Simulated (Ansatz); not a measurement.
The input, for Ansatz 0.2.0:

```yaml
crystal:
  periodic: [false, false, false]
  atoms:
    - {symbol: Ga, position_ang: [0.000000, 0.044849, -0.040055]}
    - {symbol: H, position_ang: [0.000000, -2.696309, -0.942855]}
    - {symbol: H, position_ang: [0.405418, -0.203035, 1.856821]}
    - {symbol: H, position_ang: [-0.405418, -0.203035, 1.856821]}
basis:
  gaussian: {orbitals: cc-pVDZ}
magnetization: {spin_polarized: false, initial_magnetization: 2}
hamiltonian: {pseudopotentials: {relativity: none}}
correlation: {active_space: {ras: {orbitals: [2, 2, 24], electrons: 6, max_holes: 3, max_particles: 3}, fixed_orbitals: true}}
accuracy: high
scf: {lower_state_search: light}
output: {forces: true}
```

```sh
$ ansatz run in.yaml --threads 1 --pin off --events-out ev --progress --plain --max-ram 2393MiB
```

The program prints:

```
853 factors; integrals over basis functions are off by at most 4.4e-9 eV
mean field evaluation 1: about -52375.3173 eV, gradient 7.4e0 eV
mean field evaluation 2: about -52375.3313 eV, gradient 7.4e0 eV
mean field evaluation 4: about -52376.2929 eV, gradient 6.5e-1 eV
mean field evaluation 8: about -52376.2977 eV, gradient 8.0e-2 eV
mean field evaluation 16: about -52365.0685 eV, gradient 2.3e1 eV
mean field evaluation 32: about -52375.5091 eV, gradient 2.3e-8 eV
mean field evaluation 64: about -52376.2975 eV, gradient 1.4e-1 eV
mean field -52376.29782953 eV, -1924.7934433054 hartree, gradient 7.9e-8 eV, S^2 2.000000; 7 other end points of the search recorded, 0 dependent functions left out
reference -52376.29782953 eV, -1924.7934433054 hartree; 18, 16 occupied and 24, 26 virtual orbitals, 853 factors
state -52378.72320953 eV, -1924.8825743766 hartree
the calculation of the forces begins
Total energy: -52378.72320953 eV, -1924.8825743766 hartree
Atom 0 at     0.000000     0.044849    -0.040055 Å, force    -0.000000     0.086569    -1.286572 eV/Å
Atom 1 at     0.000000    -2.696309    -0.942855 Å, force     0.000000     0.092528     0.041847 eV/Å
Atom 2 at     0.405418    -0.203035     1.856821 Å, force    -0.193768    -0.089548     0.622362 eV/Å
Atom 3 at    -0.405418    -0.203035     1.856821 Å, force     0.193768    -0.089548     0.622362 eV/Å
Dipole moment:    -0.000000    -0.020175     0.194926 e Å
```

Natural occupations: 1.9631 1.9082 0.9998 0.9842 0.0421 0.0302 0.0259 0.0082 0.0065 0.0059 0.0051 0.0046 0.0044 0.0036 0.0031 0.0010 0.0008 0.0007 0.0007 0.0005 0.0003 0.0003 0.0003 0.0002.

Forces (eV/Å):
```
Ga   0.000  0.087 -1.287
H    0.000  0.093  0.042
H   -0.194 -0.090  0.622
H    0.194 -0.090  0.622
```

Ran on 1 thread of Arm Neoverse V2, shared host: 3.2 s wall, 0.17 GiB peak host memory.
